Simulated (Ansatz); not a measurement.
Seven cases of atomisation energy with Al to Br (electronic energies, kcal/mol); geometries: B3LYP-D3(BJ)/def2-TZVP. The cases were drawn at random from those of this class that have a high level and all functionals, leaving out states under which another spin lies or may lie. Left out are anions, K, Ca, elements past Kr, ionisation of Li, Na and Mg, pi-pi* triplets of linear molecules and other triplets made from a closed-shell parent. Runs that doubt their state, and full CI more than 15 mEh from coupled cluster, are set aside; a case stays where another high level and all functionals remain. AFQMC serves as high level only in triple zeta or larger, with a steady walk, a bar under 0.8 kcal/mol and agreement with other high levels or trials where they ran; where none ran, an unstable determinant or (outside 3d species) a high T1 diagnostic also bars it, so strongly correlated cases are thinned. No case was kept or dropped by the size of a functional's miss. High levels with a bar over 0.5 kcal/mol are left out too, and the seventh case lies inside the range of the six. Affinities count positive where energy is released, gaps as the second state minus the first. PBE0 is by Ansatz (a quantum-chemistry and plane-wave program) in def2-TZVPD. High levels (Ansatz): P = CCSD(T)/CBS(cc-pV(T+d)Z,cc-pV(Q+d)Z) + [CCSDT(Q) - CCSD(T)]/cc-pV(D+d)Z + core + X2C; Q = CCSD(T)/CBS(cc-pVQZ,cc-pV5Z) + [CCSDT(Q) - CCSD(T)]/cc-pVTZ; R = CCSD(T)/CBS(cc-pVQZ,cc-pV5Z) + [CCSDT(Q) - CCSD(T)]/cc-pVTZ + [CCSDTQ - CCSDT(Q)]/cc-pVDZ. UHF or UKS for unpaired electrons; spin-orbit terms are left out. Correlated methods leave the cores frozen (noble-gas shells, and filled d and f shells in the p block). Rows without X2C or -DK are non-relativistic. CBS(X,Y): correlation extrapolated as X^-3, Hartree-Fock from the larger set (Q,5: extrapolated as (X+1)exp(-9√X)). A bracket is a step between two methods taken in the basis named. Functionals run without relativity, which enters their misses. '+ core + X2C': CCSD(T) terms for core correlation (cc-pwCVTZ, 1s frozen past Ne) and scalar relativity (cc-pVTZ-DK). For partners of very few electrons the exact lower level stands in for a higher one. The UHF reference of FOSe ([O][Se]F, doublet) is spin-contaminated (<S^2> up to 0.04 over the pure value in the sets run).

```tsv
case	PBE0	level	high level
SiHClF (SMILES F[SiH]Cl, doublet)	296.7	P	301.9
C3H6S (SMILES C1CSC1)	923.8	P	921.1
C2H5Cl (SMILES CCCl)	692.8	P	693.5
BH2Se (SMILES [SeH][BH], doublet)	248.4	R	242.8
SeOF (SMILES [O][Se]F, doublet)	185.1	Q	189.7
C2H3ClF2 (SMILES CC(F)(F)Cl)	720.8	P	720.3
C2H4Cl (SMILES C[CH]Cl, doublet)	593.2	P	withheld
```

Task: Fit a straight line from PBE0 to the high level over the first six rows by least squares, predict the seventh, and compare with the calculation.

Result: Means: PBE0 511.27, high level 511.55. Sxx = 468565, Sxy = 466329, slope 0.9952, intercept +2.74 kcal/mol; residual standard deviation 4.4 kcal/mol. Seventh row: 0.9952·(593.2) +2.74 = 593.1 kcal/mol. The calculation gave 588.3 kcal/mol: the line differs from it by +4.8, PBE0 itself by +4.9.
